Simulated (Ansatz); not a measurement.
C3H4FN, SMILES `FC1C=NC1`. Total charge 0; spin multiplicity 1.

```xyz
9

F    -1.501   -0.705    0.948
C    -0.378   -0.626    0.166
C    -0.427    0.231   -1.063
N     0.549    1.009   -0.781
C     0.699    0.400    0.569
H    -0.005   -1.641   -0.001
H    -1.017    0.224   -1.977
H     1.704    0.030    0.782
H     0.374    1.078    1.358
```

Task: Give the diagnostics of a CCSD(T)/def2-TZVPP run (frozen core, Ansatz 0.2.0). (An estimate is asked.)

Result: Computed: T1 = 0.0115, largest single amplitude 0.010, largest double 0.075, (T) share of the correlation energy 4.1 %, 10 CCSD cycles. The RHF solution is unstable towards an unrestricted one. T1 lies under the customary mark of 0.02 for closed shells.
